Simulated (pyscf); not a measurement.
H₂C=N• + CH₄ → H₂C=N–CH₃ + H•, a substitution at C (doublet surface; C–H broken, C–N formed). Single points on ωB97X-D3(BJ)/def2-SVP structures (PySCF, gas phase). MP2 and CC: frozen core, UHF for open shells. ΔMP2 is the change of the MP2 total energy from the triple- to the quadruple-zeta basis. Energies in kcal/mol from the separated reactants.

Small-basis levels: PySCF, no dispersion term, spherical d functions. Open shells are spin-unrestricted. 

Question: Quick SVWN5/6-31G* single points give ΔE‡ = 41.9 kcal/mol and ΔE = +22.8 kcal/mol. What does CCSD(T)/def2-TZVPP + ΔMP2(QZVPP) give, and how far is the quick result from it?

Answer: CCSD(T)/def2-TZVPP + ΔMP2(QZVPP) gives ΔE‡ = 63.6 kcal/mol and ΔE = +33.1 kcal/mol. SVWN5/6-31G* lies 21.7 kcal/mol under it in the barrier and 10.3 kcal/mol under it in the reaction energy, so on this step it does not hold to within 3.0 kcal/mol. CCSD(T)/def2-TZVPP + ΔMP2(QZVPP) has limits of its own. The same reactants have a lower exit, to HC≡N + H• + CH₄ (no saddle counted: cutting one bond, which may have a small barrier of its own, costs +32.0 kcal/mol at ωB97M-D3(BJ), against +64.4 kcal/mol here). H₂C=N–CH₃ lies 9.1 kcal/mol over its isomer H₃C–CH=NH (electronic energy, ωB97M-D3(BJ)). One saddle was located; it need not be the lowest between these sides. The angle at the attacked C is 179°. The CCSD(T) − MP2 part came from Ansatz, without density fitting, on the same reference. A UHF reference is spin-contaminated (<S²> up to 1.03), which harms MP2 most.
